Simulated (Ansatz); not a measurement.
# A rate constant, worked out

An elementary step of CH$_{6}$SSi, closed shell (CH₆SSi ([CH3][SiH2][SH]) → CH₄SSi ([CH3][SiH][S]) + H₂; Si–H, S–H broken or loosened, H–H formed or tightened). The start structure is the reactant molecule, and the electronic barrier above it is 2.217 eV by CCSD(T) at an estimated basis limit (MP2 extrapolated from triple and quadruple zeta, plus CCSD(T) − MP2 in triple zeta). Ansatz 0.2.0; basis: def2-TZVPP and def2-QZVPP; cores frozen in the correlated methods. Extrapolation: Hartree–Fock as exp(−7.88 √X), correlation as X^−2.97. Harmonic wavenumbers at PBE0-D4/def2-TZVP (Ansatz 0.2.0), in cm⁻¹:

Start: 161, 167, 207, 463, 499, 595, 692, 733, 815, 885, 905, 942, 1276, 1444, 1448, 2216, 2234, 2708, 3050, 3133, 3146.

Saddle: 1143i, 138, 207, 344, 594, 674, 701, 753, 785, 898, 997, 1041, 1269, 1432, 1438, 1834, 1925, 2214, 3046, 3129, 3160.

Q: Work out the transition-state-theory rate constant at 900 K from these numbers alone (harmonic vibrations; rotation, path degeneracy and anharmonicity left out), and the Wigner tunnelling factor. Use 1 cm⁻¹ = 1.2398 × 10⁻⁴ eV and k_B = 8.617 × 10⁻⁵ eV/K.

A: Zero-point energies, half the sums: start 27719/2 cm⁻¹ = 1.7184 eV; saddle, real modes only, 26579/2 cm⁻¹ = 1.6477 eV.
Barrier with zero-point energy: 2.217 + 1.6477 − 1.7184 = 2.1463 eV.
k_BT = 0.07756 eV, so the barrier is 27.67 k_BT.
Vibrational partition functions from the zero-point level, ln q = −Σ ln(1 − exp(−hν/k_BT)): start 8.263, saddle 6.954.
k = (k_BT/h) exp(ln q‡ − ln q) exp(−E0/k_BT), with log₁₀(k_BT/h in s⁻¹) = 13.27: log₁₀ k = 13.27 + (-1.309 − 27.67)/2.3026 = 0.68, so k ≈ 5 × 10^(0) s⁻¹.
Wigner factor: 1 + (hν‡/k_BT)²/24 = 1 + (1.83)²/24 = 1.14. A change of 1 kcal/mol (0.043 eV) in the barrier would change k by a factor of 1.7 at this temperature.

The T1 diagnostic stays at or below 0.017.

Labels in which every atom is bracketed show which atoms are joined, not bond orders.

For scale, one of the runs: CCSD(T)/def2-TZVPP, 199 basis functions, launched by `ansatz run in.yaml --threads 2 --pin off --events-out ev --progress --plain --max-ram 4352MiB`. Time: 47 s of wall clock on 2 CPU threads of an Arm Neoverse V2; the host was shared. Peak host memory: 2.2 GiB.
